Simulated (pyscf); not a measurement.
One addition across a multiple bond or ene-type step on the singlet surface with elements of a group swapped. ωB97M-D3(BJ)/def2-TZVP, kJ/mol, from the separated reactants. Single points on ωB97X-D3(BJ)/def2-SVP structures (PySCF, gas phase).

```tsv
step	barrier	reaction energy	imaginary mode (i cm⁻¹)
F–W(F)(=Se)=Se + HF → F–W(F)(F)(=Se)–SeH	51.7	-64.9	1169
F–W(F)(=S)=S + HCl -> F–W(F)(=S)(SH)–Cl	(withheld)	(withheld)	953
```

Fill in the missing entries.


- F–W(F)(=S)=S + HCl -> F–W(F)(=S)(SH)–Cl, barrier: 60.2
- F–W(F)(=S)=S + HCl -> F–W(F)(=S)(SH)–Cl, reaction energy: -54.0

Row 1: On the reactant side the descent ends in an adduct with a F–W contact, 6.3 kJ/mol under the separated species and 51.3 kJ/mol under the saddle at ωB97X-D3(BJ)/def2-TZVP. Row 2: On the product side the descent ends in a point that may be a rotor saddle (no frequency run), 8.5 kJ/mol over the lowest minimum found and 108.4 kJ/mol under the saddle at ωB97X-D3(BJ)/def2-TZVP. Each row is the saddle that its search found. Elements up to Kr have no core potential and no relativistic terms here. Elements past Kr carry the def2 core potentials, without spin-orbit coupling.
